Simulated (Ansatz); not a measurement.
Born–Oppenheimer molecular dynamics of BH4 (5 atoms, charge -1, multiplicity 1). It starts from a relaxed structure.

Method: Ansatz 0.2.0, RKS BLYP/def2-SVP.

- ensemble: NVE (velocity Verlet)
- time step: 1 fs
- steps asked: 600
- starting velocities drawn for: 400 K
- masses: H 3.016 u
- seed: 661847

First frame:

```xyz
5
Properties=species:S:1:pos:R:3
B 0.000 0.000 0.000
H 0.701 1.021 0.223
H 0.744 -1.012 -0.069
H -0.615 0.143 -1.088
H -0.829 -0.152 0.934
```

Q: How far do the bonds stretch over the last three quarters of this one trajectory? (Pairs bonded in most of those frames.)

A: 
```csv
bond,mean (Å),spread (Å),shortest,longest
B1–H2,1.266,0.050,1.16,1.38
B1–H3,1.261,0.032,1.20,1.32
B1–H4,1.263,0.039,1.19,1.34
B1–H5,1.263,0.039,1.19,1.34
```

Mean temperature of the second half: 201 K. The conserved energy stayed within 0.45 meV per atom of its start (net change 0.27 meV per atom), so the integration is sound. The temperature averaged 0.50 of the 400 K drawn at the start: a run that starts near a minimum puts about half its kinetic energy into the potential. A run of 0.6 ps of so small a system gives no equilibrium averages. Limits of this set-up: an anion without diffuse functions, the dipole of an ion depends on the origin.

Run time: 2.1 min on 1 thread of Arm Neoverse V2 (shared host), peak memory 0.07 GiB.
